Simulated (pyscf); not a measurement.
Homolytic dissociation enthalpies at 298 K of Ge–Ge, Ge–Si, Ge–Sn, Si–Si bonds in 8 gas-phase molecules, in kJ/mol. Optimised with ωB97X-D3(BJ)/def2-SVP in PySCF. Both columns use the same structures and thermal terms. Rows were drawn at random from the closed-shell molecules with such a bond whose radicals are computed, keep their shape and have no isomer in the data more than 5 kcal/mol lower.

| row | molecule | radicals | PBE/def2-TZVP | ωB97M-D3(BJ)/def2-TZVP |
|---|---|---|---|---|
| 1 | F–SiH(F)–Si(F)(F)–F | F–SiH•–F + F–Si•(F)–F | 313.2 | 345.9 |
| 2 | F–Ge(F)(F)–Ge(F)(F)–F | F–Ge•(F)–F + F–Ge•(F)–F | 242.3 | 259.8 |
| 3 | H₃Si–GeH₂–SiH₃ | SiH₃• + H₃Si–GeH₂• | 283.9 | 296.4 |
| 4 | H₃Si–SiH₂–SiH₂–SiH₃ | •H₂Si–SiH₃ + •H₂Si–SiH₃ | 284.5 | 307.0 |
| 5 | HO–GeH₂–Sn(OH)(OH)–OH | HO–GeH₂• + HO–Sn•(OH)–OH | 217.8 | 240.8 |
| 6 | HO–GeH(GeH₃)–GeH₃ | HO–GeH•–GeH₃ + GeH₃• | 257.5 | 266.7 |
| 7 | H₃Si–SiH₂–Si(Cl)(Cl)–Cl | SiH₃• + •H₂Si–Si(Cl)(Cl)–Cl | 295.0 | ? |
| 8 | H₃C–SnH₂–GeH₃ | H₃C–SnH₂• + GeH₃• | 255.2 | 258.9 |

Problem. Fit a line that carries the PBE values to the last column and predict row 7.

Solution. In the 7 complete rows the last column lies 3.7 to 32.7 kJ/mol from PBE (mean 17.3, median 17.5). Least squares gives y = -11.8 + 1.11·x with residuals of 8.4 kJ/mol (root mean square). For row 7: -11.8 + 1.11 × 295.0 = 315.7 kJ/mol. The computed value is 317.4 kJ/mol, 1.7 over the line. Elements up to Kr have no core potential and no relativistic terms here. Elements past Kr carry the def2 core potentials, without spin-orbit coupling.
